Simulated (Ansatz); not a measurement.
Task: Name a neutral molecule of C, Cl, F and H with LUMO energy (B3LYP/def2-TZVPP) between 0.25 and 0.55 eV and HOMO energy (PBE0/def2-TZVPP) between -8.75 and -8.45 eV (Ansatz, PBE0-D4/def2-TZVP geometry).

Result: `CC(F)CCl` (0.34 eV, -8.64 eV); `CC(Cl)CF` (0.27 eV, -8.66 eV). Other molecules can fit too; these were computed, each in one conformer that needn't be the lowest.

B3LYP here is the variant with VWN-RPA as its local correlation; programs differ in this.
